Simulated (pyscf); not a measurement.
**Four-centre exchange: HO–Ti(OH)(OH)–OH + HBr → HO–Ti(OH)(OH)–Br + H₂O**

Gas phase, singlet surface, charge 0. Bonds broken: Ti1–O2, Br10–H11. Bonds formed: Ti1–Br10, O2–H11. PySCF, gas phase, ωB97X-D3(BJ)/def2-SVP geometries.

Transition state (Å):

```xyz
11

Ti    -1.0848     0.3017    -0.2710
O     -0.6690     1.6898     1.0102
O      0.1767     0.2908    -1.5011
O     -2.6234     0.6556    -1.0561
O     -1.0647    -1.2251     0.5888
H     -0.6525     2.6409     0.8438
H      0.8815    -0.3379    -1.6954
H     -2.9174     0.8111    -1.9595
H     -1.6642    -1.3451     1.3492
Br    -2.6847     0.5912     2.7214
H     -1.4706     1.3889     1.8876
```

One imaginary mode, 538i cm⁻¹; descent along it reached the two sides named, in the forms told below.

```json
[
 {"bond": "Ti1–O2", "change": "breaks", "reactant side (Å)": "1.839", "saddle": "1.934", "product side": "2.285"},
 {"bond": "Br10–H11", "change": "breaks", "reactant side (Å)": "1.458", "saddle": "1.675", "product side": "2.8"},
 {"bond": "Ti1–Br10", "change": "forms", "reactant side (Å)": "3.9", "saddle": "3.4", "product side": "2.426"},
 {"bond": "O2–H11", "change": "forms", "reactant side (Å)": "1.732", "saddle": "1.226", "product side": "0.968"}
]
```

Electronic energies relative to the separated reactants (kcal/mol):

```
level                   barrier  reaction energy  reverse barrier
----------------------  -------  ---------------  ---------------
ωB97X-D3(BJ)/def2-TZVP     -2.6            -12.4              9.8
PBE/def2-TZVP              -3.2             -8.6              5.4
r²SCAN/def2-TZVP           -4.0             -9.3              5.2
B3LYP-D3(BJ)/def2-TZVP     -2.6             -8.9              6.3
PBE0-D3(BJ)/def2-TZVP      -4.0            -10.1              6.1
M06-2X/def2-TZVP           -3.3             -9.7              6.5
ωB97M-D3(BJ)/def2-TZVP     -0.5             -8.1              7.5
HF/def2-TZVP               10.4             -8.3             18.7
```

With ωB97M-D3(BJ)/def2-TZVP energies and thermal terms (ideal gas, 1 atm, RRHO with modes under 100 cm⁻¹ raised to 100, one conformer, R ln 2 for rigid chiral ones), in kcal/mol:

```tsv
T (K)	ΔH‡	ΔG‡	ΔH	ΔG
298	-1.0	9.4	-5.8	-5.7
600	-1.2	20.1	-6.3	-5.5
900	-0.9	30.7	-6.8	-5.1
1200	-0.5	41.2	-7.4	-4.4
```

On the reactant side the descent ends in a complex (not fully relaxed), 7.4 kcal/mol under the separated species and 4.8 kcal/mol under the saddle at ωB97X-D3(BJ)/def2-TZVP. On the product side the descent ends in an adduct with a O–Ti contact (not fully relaxed), 11.5 kcal/mol under the separated species and 21.3 kcal/mol under the saddle at ωB97X-D3(BJ)/def2-TZVP. At ωB97X-D3(BJ), PBE, r²SCAN, B3LYP-D3(BJ), PBE0-D3(BJ), M06-2X, ωB97M-D3(BJ) the saddle lies under the separated reactants, which points to a path from their complex (located at ωB97X-D3(BJ) alone). What is counted as broken (O–Ti) persists as a longer contact in the product adduct; parting that adduct is a step of its own. One saddle was located; it need not be the lowest between these sides. Elements up to Kr have no core potential and no relativistic terms here.
